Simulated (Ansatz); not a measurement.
# Equilibrium volume per atom of some hcp solids

Method: PBE-D4 in Ansatz (plane waves, PAW). References are measured values corrected to a static lattice. The table is a random draw of 10 from 13 solids with such references.

Values in Å³/atom.

```
solid   reference  PBE-D4  error (%)
------  ---------  ------  ---------
hcp Co     10.96¶   10.57       -3.6
hcp Y      32.95¶   32.01       -2.9
hcp Os     13.85¶   14.03       +1.3
hcp Hf     22.30¶   22.23       -0.3
hcp Re     14.62¶   14.68       +0.4
hcp Mg     22.65¶   22.64        0.0
hcp Ru     13.45¶   13.53       +0.6
hcp Ti     17.50¶   17.13       -2.1
hcp Cd     21.01¶   21.49       +2.3
hcp Sc     24.77¶   23.96       -3.3
```

Over these 10 solids the mean error is -0.8 %, the mean absolute error 1.7 % (median 1.7 %), and the worst case hcp Co at -3.6 %; the value is too low in 6 of 10 cases. Over all 13, from unrounded values, the mean error is -0.4 % and the mean absolute error 2.0 % (median 2.1 %).

All these references are brought to a static lattice.

Spin–orbit coupling is left out, also for the solids with elements from indium on (hcp Os, hcp Hf, hcp Re); its size isn't shown.

¶ marks references of a special kind: hcp Co, 10.96 Å³/atom (measured, copied from a table, unchecked, extrapolated to 0 K and zero-point effects removed; as tabulated in Lejaeghere et al. (2013), arXiv:1204.2733); hcp Y, 32.95 Å³/atom (measured, copied from a table, unchecked, extrapolated to 0 K and zero-point effects removed; as tabulated in Lejaeghere et al. (2013), arXiv:1204.2733); hcp Os, 13.85 Å³/atom (measured, copied from a table, unchecked, extrapolated to 0 K and zero-point effects removed; as tabulated in Lejaeghere et al. (2013), arXiv:1204.2733); hcp Hf, 22.30 Å³/atom (measured, copied from a table, unchecked, extrapolated to 0 K and zero-point effects removed; as tabulated in Lejaeghere et al. (2013), arXiv:1204.2733); hcp Re, 14.62 Å³/atom (measured, copied from a table, unchecked, extrapolated to 0 K and zero-point effects removed; as tabulated in Lejaeghere et al. (2013), arXiv:1204.2733); hcp Mg, 22.65 Å³/atom (measured, copied from a table, unchecked, extrapolated to 0 K and zero-point effects removed; as tabulated in Lejaeghere et al. (2013), arXiv:1204.2733); hcp Ru, 13.45 Å³/atom (measured, copied from a table, unchecked, extrapolated to 0 K and zero-point effects removed; as tabulated in Lejaeghere et al. (2013), arXiv:1204.2733); hcp Ti, 17.50 Å³/atom (measured, copied from a table, unchecked, extrapolated to 0 K and zero-point effects removed; as tabulated in Lejaeghere et al. (2013), arXiv:1204.2733); hcp Cd, 21.01 Å³/atom (measured, copied from a table, unchecked, extrapolated to 0 K and zero-point effects removed; as tabulated in Lejaeghere et al. (2013), arXiv:1204.2733); hcp Sc, 24.77 Å³/atom (measured, copied from a table, unchecked, extrapolated to 0 K and zero-point effects removed; as tabulated in Lejaeghere et al. (2013), arXiv:1204.2733).

Differences are worked out from the printed values.

Caveats: a distance lies near a switch of the dispersion term, which can move the cell (hcp Mg). Ansatz's density-functional and Hartree–Fock values are scalar-relativistic unless marked +SOC, with PAW data made under PBE.

Ansatz's runs of these crystals have no spin polarisation, but for hcp Co.

Density-functional runs with spin start from parallel moments for hcp Co.

Not in this set, of the hcp solids with a reference value in our tables and a result at some level: 1 for a reference at room or unstated temperature. These can be a level's best or worst cases. Solids without a released value at any level aren't counted. Cubic solids are told by their lattice constant and aren't counted here. Layered and molecular crystals are counted apart. The metals Ce to Yb are counted apart.

References as tabulated in Lejaeghere et al. (2013), arXiv:1204.2733.

Ansatz is a program for electronic structure.
